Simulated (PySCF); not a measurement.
# How good is the calculation?

Atoms are numbered as in `[CH:1]#[C:2][CH:3]=[O:4]`. Each H is labelled by its parent atom.

What is known from experiment: δ ¹³C C1 83.1; C2 81.8 ppm (measured; solution, not stated per compound (mostly CDCl3 or CCl4); Pretsch, Buehlmann, Badertscher, Structure Determination of Organic Compounds, 4th ed. (2009)).

Computational details: σ from GIAO-PBE0/pcSseg-1, geometry from GFN2-xTB, in PySCF 2.14 (isolated molecule, non-relativistic Hamiltonian, one conformer).

Q: How close does the calculation come?

A: 
Reference values: measured (solution, not stated per compound (mostly CDCl3 or CCl4); Pretsch, Buehlmann, Badertscher, Structure Determination of Organic Compounds, 4th ed. (2009)).
```json
{"atoms": "C1", "quantity": "δ ¹³C", "reference": "83.1", "computed": "92.1", "computed, scaled": "87.6"}
{"atoms": "C2", "quantity": "δ ¹³C", "reference": "81.8", "computed": "84.8", "computed, scaled": "80.4"}
```

Computed shifts are σ(ref) − σ with the named reference compound (TMS for H and C) calculated as an isolated molecule at the same level. The measured values may be among those fitted. Empirical linear scaling, fitted to shifts measured mostly in CDCl3 for H and C (δ vs TMS): ¹³C (scatter 2.1 ppm rms, 2.3 ppm with the 13 outliers that the fit left out). A few per cent of atoms miss by over 2 rms, more outside the fitted compound classes.

Q: How far are the unscaled ¹³C shifts from the references?

A: Mean signed difference +6.00 ppm, mean absolute 6.00 ppm over 2 comparisons; the largest is +9.0 ppm at C1 (terminal alkyne carbon).
